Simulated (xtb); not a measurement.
BCl$_{3}$, charge +1, quartet, at a GFN2-xTB geometry of the parent state (a state made from the parent by changing its charge; the spin is typed, not shown lowest); GFN1-xTB (xtb).

Here is a job for xtb.
```
$ xtb mol.xyz --gfn 1 --chrg 1 --uhf 3 --json

# file mol.xyz
4

B     -0.00012924     0.00017465    -0.01065182
Cl     0.02666439     1.72290836     0.02897049
Cl     1.47887022    -0.88426276    -0.03139692
Cl    -1.50549659    -0.83869697     0.00555932
```

It wrote (shortened):

```
   ID    Z sym.   atoms
    1    5 B      1
    2   17 Cl     2-4

           -------------------------------------------------
          |                Calculation Setup                |
           -------------------------------------------------

           -------------------------------------------------
          |                 G F N 1 - x T B                 |
           -------------------------------------------------

          ...................................................
          :                      SETUP                      :
          :.................................................:
          :  # basis functions                  34          :
          :  # atomic orbitals                  31          :
          :  # shells                           11          :
          :  # electrons                        23          :
          :  # halogen bonds                     0          :
          :  max. iterations                   250          :
          :  Hamiltonian                  GFN1-xTB          :
          :  restarted?                      false          :
          :  GBSA solvation                  false          :
          :  PC potential                    false          :
          :  electronic temp.          300.0000000     K    :
          :  accuracy                    1.0000000          :
          :  -> integral cutoff          0.2500000E+02      :
          :  -> integral neglect         0.1000000E-07      :
          :  -> SCF convergence          0.1000000E-05 Eh   :
          :  -> wf. convergence          0.2000000E-04 e    :
          :  Broyden damping             0.4000000          :
          :  net charge                          1          :
          :  unpaired electrons                  3          :
          ...................................................

 iter      E             dE          RMSdq      gap      omega  full diag
   1    -13.5195141 -0.135195E+02  0.820E+00    1.80       0.0  T
   2    -13.5309070 -0.113928E-01  0.429E+00    1.44       1.0  T
   3    -13.5309184 -0.114400E-04  0.109E+00    1.47       1.0  T
   4    -13.5309233 -0.485208E-05  0.130E-02    1.46       3.8  T
   5    -13.5309233 -0.655517E-07  0.636E-03    1.46       7.9  T
   6    -13.5309234 -0.226000E-07  0.769E-04    1.46      65.0  T
   7    -13.5309234 -0.925121E-09  0.521E-04    1.46      96.0  T
   8    -13.5309234 -0.607978E-09  0.649E-07    1.46   77077.8  T
   9    -13.5309234  0.213163E-13  0.400E-07    1.46  100000.0  T

   *** convergence criteria satisfied after 9 iterations ***

         :::::::::::::::::::::::::::::::::::::::::::::::::::::
         ::                     SUMMARY                     ::
         :::::::::::::::::::::::::::::::::::::::::::::::::::::
         :: total energy             -13.484636278977 Eh    ::
         :: gradient norm              0.058794390002 Eh/a0 ::
         :: HOMO-LUMO gap              1.462954841153 eV    ::
         ::.................................................::
         :: SCC energy               -13.530923363663 Eh    ::
         :: -> electrostatic           0.103853954830 Eh    ::
         :: repulsion energy           0.047980462039 Eh    ::
         :: dispersion energy         -0.001693377352 Eh    ::
         :: halogen bond corr.         0.000000000000 Eh    ::
         :: add. restraining           0.000000000000 Eh    ::
         :: total charge               1.000000000000 e     ::
         :::::::::::::::::::::::::::::::::::::::::::::::::::::

           -------------------------------------------------
          |                Property Printout                |
           -------------------------------------------------

    * Orbital Energies and Occupations

         #    Occupation            Energy/Eh            Energy/eV
      -------------------------------------------------------------
         1        2.0000           -1.1531028             -31.3775
         2        2.0000           -1.1531028             -31.3775
         3        2.0000           -1.1511324             -31.3239
         4        2.0000           -0.7990894             -21.7443
         5        2.0000           -0.7294743             -19.8500
         6        2.0000           -0.7294743             -19.8500
         7        2.0000           -0.7165845             -19.4993
         8        1.9995           -0.6753544             -18.3773
         9        1.9995           -0.6753544             -18.3773
        10        1.4994           -0.6681071             -18.1801
        11        1.4994           -0.6681071             -18.1801
        12        1.0023           -0.6623276             -18.0229
        13        1.0000           -0.4428215             -12.0498 (HOMO)
        14                         -0.3890589             -10.5868 (LUMO)
        15                         -0.3268977              -8.8953
        16                         -0.3268977              -8.8953
        17                         -0.2851671              -7.7598
        18                         -0.2851671              -7.7598
        19                         -0.2851216              -7.7586
        20                         -0.2826701              -7.6918
        21                         -0.2826701              -7.6918
        22                         -0.2811894              -7.6516
        23                         -0.2796996              -7.6110
        24                         -0.2796996              -7.6110
       ...                                ...                  ...
        31                          0.2656238               7.2280
      -------------------------------------------------------------
                  HL-Gap            0.0537626 Eh            1.4630 eV
             Fermi-level           -0.5420249 Eh          -14.7492 eV

  Mulliken/CM5 charges         n(s)   n(p)   n(d)
     1B     0.13918 -0.09541   0.829  2.032  0.000
     2Cl    0.28694  0.36514   1.935  4.716  0.062
     3Cl    0.28694  0.36514   1.935  4.716  0.062
     4Cl    0.28694  0.36514   1.935  4.716  0.062

Wiberg/Mayer (AO) data.
largest (>0.10) Wiberg bond orders for each atom

 ---------------------------------------------------------------------------
     #   Z sym  total        # sym  WBO       # sym  WBO       # sym  WBO
 ---------------------------------------------------------------------------
     1   5 B    3.076 --     4 Cl   1.025     2 Cl   1.025     3 Cl   1.025
     2  17 Cl   1.365 --     1 B    1.025     3 Cl   0.170     4 Cl   0.170
     3  17 Cl   1.365 --     1 B    1.025     2 Cl   0.170     4 Cl   0.170
     4  17 Cl   1.365 --     1 B    1.025     3 Cl   0.170     2 Cl   0.170
 ---------------------------------------------------------------------------

Topologies differ in total number of bonds
Writing topology from bond orders to xtbtopo.mol

 dipole moment from electron density (au)
     X       Y       Z
   0.0002  -0.0002   0.0128  total (Debye):    0.033

           -------------------------------------------------
          | TOTAL ENERGY              -13.484636278977 Eh   |
          | GRADIENT NORM               0.058794390002 Eh/α |
          | HOMO-LUMO GAP               1.462954841153 eV   |
           -------------------------------------------------

normal termination of xtb
```
